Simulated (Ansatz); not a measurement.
# SiNO+ (triplet): from Hartree-Fock to the top rungs, def2-TZVPP

The task here is to estimate one member of a computed series from the others.

The runs use Ansatz 0.2.0, Gaussian basis; def2-TZVPP, core rule «outside noble gas», up to 7 orbitals frozen.

To be run: UHF; ROHF; CCSD(T) on UHF.

2 further runs of the same task are left out: 2 set aside as unsound or not needed.

### What is computed

The geometry is a PBE0/def2-TZVP stationary point (not a proven minimum) of the parent state, kept for this charge and spin.

3 atoms, charge 1, spin multiplicity 3.

Atoms are counted from 1 here; the program's logs count them from 0.

Bond lengths: N1–Si2 1.640 Å, Si2–O3 1.509 Å. Angles: N1–Si2–O3 180.0°.

Coordinates:

| atom | x (Å) | y (Å) | z (Å) |
| --- | --- | --- | --- |
| N1 | 0.00000 | 0.00000 | 1.59630 |
| Si2 | 0.00000 | 0.00000 | -0.04350 |
| O3 | 0.00000 | 0.00000 | -1.55280 |

Set-up of the first run:

in.yaml reads:

```yaml
crystal:
  periodic: [false, false, false]
  atoms:
    - {symbol: N, position_ang: [0.000000, 0.000000, 1.596300]}
    - {symbol: Si, position_ang: [0.000000, 0.000000, -0.043500]}
    - {symbol: O, position_ang: [0.000000, 0.000000, -1.552800]}
basis:
  gaussian: {orbitals: def2-TZVPP}
total_charge: 1
magnetization: {spin_polarized: true, initial_magnetization: 2}
hamiltonian: {xc: hf}
output: {orbitals: {seedname: orbitals}}
```

Started as:

```
$ ansatz run in.yaml --threads 1 --pin off --events-out ev --progress --plain --max-ram 4096MiB --backend cpu
```

Steps of the session up to this table: UHF; ROHF; CCSD(T) on UHF.

One table of the session follows, with a row left open; its other results are not shown here.

It belongs to the step «Misses and costs». 

```
  method  from UCCSD(T) (meV)
    ROHF             +13538.3
     UHF             +13369.7
    UMP2                    ?
   UCCSD               +703.0
UCCSD(T)                    0
```

Q: Estimate the row for UMP2 from the others.

As computed: from UCCSD(T) (meV): +976.2. In the column «from UCCSD(T) (meV)» it lies between UCCSD (+703.0) and UHF (+13369.7).
